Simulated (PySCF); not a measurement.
## Working out the electron affinity of S

S⁻ [Ne] 3s2 3p5 (2P) → S [Ne] 3s2 3p4 (3P). Computed with PySCF 2.14 in def2-QZVPPD, with the non-relativistic Hamiltonian (point nucleus). Frozen: [Ne]. Energies in hartree (1 hartree = 27.21139 eV):

```json
{"part": "UHF", "S⁻ (lower)": "-397.545394", "S (upper)": "-397.513028"}
{"part": "CCSD correlation", "S⁻ (lower)": "-0.187785", "S (upper)": "-0.149883"}
{"part": "(T)", "S⁻ (lower)": "-0.009018", "S (upper)": "-0.005880"}
```

Q: What does Hartree-Fock give?

A: (-397.513028) − (-397.545394) = 0.032366 hartree = 0.881 eV.

Q: What do CCSD and CCSD(T) give?

A: The CCSD correlation energies differ by 0.037902 hartree = 1.031 eV and the triples by 0.003138 hartree = 0.085 eV, so CCSD gives 1.912 eV and CCSD(T) 1.997 eV.

A first-order spin-orbit estimate adds -0.003 eV to CCSD(T) (valence), giving 1.994 eV against 2.077 eV (measured; photodetachment measurements, as compiled on the Wikipedia data page of electron affinities).

What remains against the reference includes basis incompleteness, the frozen core and higher excitations.
